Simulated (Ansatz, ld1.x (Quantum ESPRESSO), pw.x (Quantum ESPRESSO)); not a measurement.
# pw.x on diamond V: one setting changed

Potential: PAW, ld1.x (Quantum ESPRESSO) 7.5, PBEsol; core [Ar], reference 3d3 4s2 4p0; waves: 4s (bound): rcut 1.95, rcutus 2.65 bohr; 4s channel at 4.2 Ry: rcut 1.95, rcutus 2.65 bohr; 4p (bound, empty): rcut 1.90, rcutus 2.45 bohr; 4p channel at 1.4 Ry: rcut 1.90, rcutus 2.45 bohr; 3d (bound): rcut 1.85, rcutus 2.20 bohr; 3d channel at 0.95 Ry: rcut 1.85, rcutus 2.20 bohr; local part: all-electron potential smoothed inside 2.45 bohr (lloc = -1); core correction: a·sin(br)/r model core, default radius (core density twice the valence density); augmentation: BESSEL, radius 1.80 bohr.

The reference run (k-mesh 9³, cutoffs 40/320 Ry, Fermi–Dirac 0.01 Ry, mixing_beta 0.4, conv_thr 1e-9, no spin) gives -0.02 GPa at 17.636 Å³/atom, where all-electron LAPW gives 0.05 GPa. This run, with its own iteration cap, changes degauss to 0.002.

```
&control
  calculation='scf', prefix='x', pseudo_dir='./', outdir='./tmp', tstress=.true., disk_io='none'
/
&system
  ibrav=0, nat=2, ntyp=1, ecutwfc=40, ecutrho=320, nbnd=12,
  occupations='smearing', smearing='fd', degauss=0.002
/
&electrons
  conv_thr=1e-09, mixing_beta=0.4, electron_maxstep=60
/
ATOMIC_SPECIES
V 1.0 V.UPF
CELL_PARAMETERS angstrom
  0.00000000 2.60295522 2.60295522
  2.60295522 0.00000000 2.60295522
  2.60295522 2.60295522 0.00000000
ATOMIC_POSITIONS crystal
V 0.0000 0.0000 0.0000
V 0.2500 0.2500 0.2500
K_POINTS automatic
9 9 9 0 0 0
```

```bash
pw.x < V.scf.in > V.scf.out
```

**Question.** How does the run end?

**Answer.** It converges in 12 iterations; the free energy moves by +68.2 meV/atom and the pressure by -1.13 GPa. In a metal, with Fermi–Dirac smearing, F lies below its zero-width value by a term in the square of the width.

```
Message from routine setup:
     using ibrav=0 with symmetry is DISCOURAGED, use correct ibrav instead
     lattice parameter (alat)  =       6.9563  a.u.
     unit-cell volume          =     238.0273 (a.u.)^3
     number of electrons       =        10.00
     number of Kohn-Sham states=           12
     kinetic-energy cutoff     =      40.0000  Ry
     charge density cutoff     =     320.0000  Ry
     scf convergence threshold =      1.0E-09
     Exchange-correlation= SLA  PW   PSX  PSC
     number of k points=    35  Fermi-Dirac smearing, width (Ry)=  0.0020
     iteration #  1     ecut=    40.00 Ry     beta= 0.40
     total energy              =    -190.61015969 Ry
     estimated scf accuracy    <       0.23730952 Ry
     iteration #  2     ecut=    40.00 Ry     beta= 0.40
     total energy              =    -190.79682638 Ry
     estimated scf accuracy    <       0.02288365 Ry
     iteration #  3     ecut=    40.00 Ry     beta= 0.40
     total energy              =    -190.81933672 Ry
     estimated scf accuracy    <       0.00658823 Ry
     iteration #  4     ecut=    40.00 Ry     beta= 0.40
     total energy              =    -190.82683398 Ry
     estimated scf accuracy    <       0.00789378 Ry
     iteration #  5     ecut=    40.00 Ry     beta= 0.40
     total energy              =    -190.82659683 Ry
     estimated scf accuracy    <       0.00088285 Ry
     iteration #  6     ecut=    40.00 Ry     beta= 0.40
     total energy              =    -190.82740332 Ry
     estimated scf accuracy    <       0.00000737 Ry
     iteration #  7     ecut=    40.00 Ry     beta= 0.40
     c_bands:  1 eigenvalues not converged
     total energy              =    -190.82758166 Ry
     estimated scf accuracy    <       0.00000372 Ry
     iteration #  8     ecut=    40.00 Ry     beta= 0.40
     total energy              =    -190.82758058 Ry
     estimated scf accuracy    <       0.00000166 Ry
     iteration #  9     ecut=    40.00 Ry     beta= 0.40
     total energy              =    -190.82758224 Ry
     estimated scf accuracy    <       0.00000003 Ry
     iteration # 10     ecut=    40.00 Ry     beta= 0.40
     total energy              =    -190.82758276 Ry
     estimated scf accuracy    <       0.00000004 Ry
     iteration # 11     ecut=    40.00 Ry     beta= 0.40
     total energy              =    -190.82758234 Ry
     estimated scf accuracy    <       0.00000033 Ry
     iteration # 12     ecut=    40.00 Ry     beta= 0.40
     the Fermi energy is     7.4994 ev
!    total energy              =    -190.82758251 Ry
     estimated scf accuracy    <          1.5E-10 Ry
     smearing contrib. (-TS)   =      -0.00086521 Ry
     The total energy is F=E-TS. E is the sum of the following terms:
     one-electron contribution =      10.23697626 Ry
     hartree contribution      =       3.86974410 Ry
     xc contribution           =     -19.35610876 Ry
     ewald contribution        =     -27.37821556 Ry
     one-center paw contrib.   =    -158.19911334 Ry
     convergence has been achieved in  12 iterations
          total   stress  (Ry/bohr**3)                   (kbar)     P=      -11.49
     Message from routine punch:
     Nothing written, as per user request (disk_io='none')
```

The run took about 20 s on one core of a shared host (Neoverse-V1, 32 threads, 247 GiB, load 14).
